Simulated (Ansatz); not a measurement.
# Relaxing SbP3

All numbers below come from Ansatz 0.2.0, DFT PBE, scalar-relativistic, plane waves, PAW.

SbP3 was placed on the Cu3Au (L1_2) structure type (Pm-3m, No. 221), with Sb in place of Au, P in place of Cu, at a guessed volume.

The final relaxation ran on this input, with the default PAW datasets:

```yaml
crystal:
  lattice:
    - [4.162147349, 0.0, 0.0]
    - [0.0, 4.162147349, 0.0]
    - [0.0, 0.0, 4.162147349]
  atoms:
    - { symbol: Sb, position: [0.0, 0.0, 0.0] }
    - { symbol: P, position: [0.0, 0.5, 0.5] }
    - { symbol: P, position: [0.5, 0.0, 0.5] }
    - { symbol: P, position: [0.5, 0.5, 0.0] }
basis:
  ecutwfc: 420
kpoints:
  mp_grid: { grid: [12, 12, 12] }
hamiltonian:
  xc: pbe
scf:
  occupations: { method: gaussian, width: 0.1 }
output:
  forces: true
  stress: true
  eigenvalues: true
relax:
  adjacent_minimum: "off"
  f_tol: 0.01
  max_steps: 80
  cell: { stress_tol: 0.05 }
```

Launched as:

```bash
ansatz run input.yaml --threads 1 --pin off --max-ram 2560MiB --backend cpu --events-out ev --progress --plain --runs-dir out
```

Time: 14 s on 1 thread of Intel(R) Xeon(R) Platinum 8375C CPU @ 2.90GHz (Ice Lake), on a shared host, peak memory 0.46 GiB.

The program printed at the end:

```
SCF converged after 4 iterations
Free energy (F): -8748.350497 eV
Harris-Foulkes:  -8748.350497 eV  (|F-HF|=7.28e-12)
Internal energy: -8748.335117 eV  (E = F + TS)
E sigma→0 (E₀):  -8748.342807 eV
Entropy (-TS):   -0.015380 eV (-3.845 meV/atom)
Fermi energy:    10.931757 eV
--- Per-component energies (eV) ---
  E_band       = -86.096542
  E_kinetic    = 410.964489
  E_local      = -1716.173100  (includes V_loc(G=0)·N_el)
  E_nonlocal   = 463.160553
  E_hartree    = 773.510062
  E_xc         = -320.459627
  E_vxc        = -275.689329  (∫ρ·V_xc dr)
  E_paw        = -6282.322442  (= ΣΔE_a)
  E_vpaw       = -515.379163  (= ΣTr[D̂ρ^β])
  E_aug_tail   = 0.000010  (compensation charges beyond the density's cutoff)
  E_ewald      = -2077.015062
  E_smearing   = -0.015380  (= −TS)
  E_closure    =  0.000000  (closes the sum)
  Σ components = -8748.350497   (vs F -8748.350497, Δ=0.00e0)
--- Forces (eV/Å), atoms counted from 1 ---
  atom   1  Sb     0.00000000     0.00000000     0.00000000
  atom   2  P      0.00000000     0.00000000     0.00000000
  atom   3  P      0.00000000     0.00000000     0.00000000
  atom   4  P      0.00000000     0.00000000     0.00000000
  max |Σ_I F_I| component: 6.23e-29 eV/Å
--- Stress (GPa, compression-positive) ---
       -0.043813       0.000000       0.000000
        0.000000      -0.043813       0.000000
        0.000000       0.000000      -0.043813
  P = ⅓ Tr σ = -0.0438 GPa (-0.438 kbar)
--- Relaxed structure (1 steps of the walk, 1 accepted, 1 SCFs on fresh bases) ---
  F+E_penalty+E_count = -8748.35049683 eV   max|allowed force component| = 1.558e-29 eV/Å   (the final SCF, on the basis selected at the relaxed cell)
  cell:  # Å, volume = 72.1028 Å³
    - [4.162147, 0.0, 0.0]
    - [0.0, 4.162147, 0.0]
    - [0.0, 0.0, 4.162147]
  atoms:
    - { symbol: Sb, position: [0.0, 0.0, 0.0] }
    - { symbol: P, position: [0.0, 0.500000, 0.500000] }
    - { symbol: P, position: [0.500000, 0.0, 0.500000] }
    - { symbol: P, position: [0.500000, 0.500000, 0.0] }
```

Absolute energies hang on the potentials; compare differences alone.

The result has space group Pm-3m (No. 221). Sb is coordinated by 12 P at 2.94 Å; around P lie 4 Sb at 2.94 Å and 8 P at 2.94 Å.

Against the elements it lies at 0.79 eV/atom. Energies over the elements count from the elements' standard structures at the same level, with no empirical corrections.

For metals, differences of a few meV/atom aren't resolved. Spin–orbit coupling is left out.

Symmetry constrained the relaxation, so the result can be a saddle point.